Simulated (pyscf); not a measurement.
F–C(F)(F)–SiH₃ + SiH₃• -> H₃Si–SiH₃ + F–C•(F)–F, a substitution at Si (doublet surface; C–Si broken, Si–Si formed). PySCF, gas phase, ωB97X-D3(BJ)/def2-SVP geometries. Energies in kcal/mol from the separated reactants.

Small-basis levels: PySCF, no dispersion term, spherical d functions. AM1 to PM7: differences of heats of formation from MOPAC, which are fitted to 298 K values and so differ in kind from electronic energies by zero-point and thermal terms. Open shells are spin-unrestricted. 

```csv
level,barrier,reaction energy
HF/STO-3G,20.7,-15.1
HF/3-21G,38.7,+12.9
SVWN5/6-31G*,-1.4,+9.6
BP86/6-31G*,8.9,+7.5
B3LYP/STO-3G,-7.0,-22.9
B3LYP/LANL2DZ,22.9,+13.3
B3LYP/6-31G*,15.2,+8.7
M06-2X/6-31G*,16.3,+12.0
PBE/def2-SVP,6.7,+6.1
AM1,23.4,+2.1
PM6,2.9,+4.6
PM7,35.4,+32.8
ωB97M-D3(BJ)/def2-TZVP,15.2,+8.7
```

Against the last row the barrier runs from -22.2 (B3LYP/STO-3G) to +23.5 kcal/mol (HF/3-21G). At SVWN5/6-31G*, B3LYP/STO-3G, PM6 this geometry lies under one side, so the entry may be no barrier of that level: it is a single point on another level's saddle. ωB97M-D3(BJ)/def2-TZVP has limits of its own. This is the saddle that the search found; another between the same sides may lie lower. The angle at the attacked Si is 180°.
